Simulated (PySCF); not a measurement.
3C-SiC: correlation energy from several methods in one and the same small orbital space (PySCF; 2 atoms at the zone centre, 8 electrons in 17 orbitals, empty ones MP2 natural orbitals of a TZ basis, lattice constant set to 4.22726 Å). Its volume lies 9 % below that of the crystal's usual cell. It tests the methods against each other and lies far from the crystal's limit.

```json
[
 {"method": "MP2", "E_corr (eV per atom)": "-1.7415", "share of full CI (%)": "76.4", "error (meV)": "537"},
 {"method": "CCSD", "E_corr (eV per atom)": "-2.2432", "share of full CI (%)": "98.4", "error (meV)": "36"},
 {"method": "CCSD(T)", "E_corr (eV per atom)": "-2.2673", "share of full CI (%)": "99.5", "error (meV)": "12"},
 {"method": "CCSDT", "E_corr (eV per atom)": "-2.2746", "share of full CI (%)": "99.8", "error (meV)": "4"},
 {"method": "CCSDT(Q)", "E_corr (eV per atom)": "-2.2779", "share of full CI (%)": "100.0", "error (meV)": "1"},
 {"method": "CCSDTQ", "E_corr (eV per atom)": "-2.2788", "share of full CI (%)": "100.0", "error (meV)": "0"},
 {"method": "full CI", "E_corr (eV per atom)": "-2.2789", "share of full CI (%)": "100.0", "error (meV)": "0"}
]
```

The Hartree–Fock determinant has a weight of 0.92 in the full CI state.

MP2, (T) and (Q) use filled levels shifted down by the Madelung term, which in so small a cell is a large part of the gap, so these rows hang on it.
